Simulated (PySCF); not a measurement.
## How the method changes the constants of NO

State: ²Π (doublet), unpaired electrons π ↑. Set-up: basis N cc-pVTZ, O cc-pVTZ; no relativity; PySCF 2.14. De refers to N + O in their high-spin ground configurations, without counterpoise correction. The functionals are run spin-unrestricted. A positive dipole means N(−)O(+). Levels whose curve was spin-contaminated or gave no clean fit are not listed.

```tsv
Level	Re (Å)	ωe (cm⁻¹)	De (eV)	μ (D)	CPU s a point (SCF and correlation, without the integrals)
UHF-CCSD	1.147	1992	5.85	n/a	n/a
PBE	1.159	1891	7.47	0.18	0.38
r²SCAN	1.149	1958	6.60	0.14	1.2
TPSSh	1.151	1951	6.49	0.13	0.67
r²SCANh	1.143	2003	6.35	0.12	0.68
PBE0	1.141	2032	6.64	0.12	1.2
r²SCAN0	1.136	2066	6.00	0.08	1.5
```

The bond length runs from 1.136 Å (r²SCAN0) to 1.159 Å (PBE). De spans 5.85 eV (UHF-CCSD, coupled cluster) to 7.47 eV (PBE, GGA).

Correlated steps freeze 2 core orbitals. The state was picked by a PBE0 search and need not be the measured ground state.

The whole job (state search and all levels along the bond) took about 2 min on 1 thread of Intel Xeon 6975P-C (shared host), peak memory 1.1 GiB.
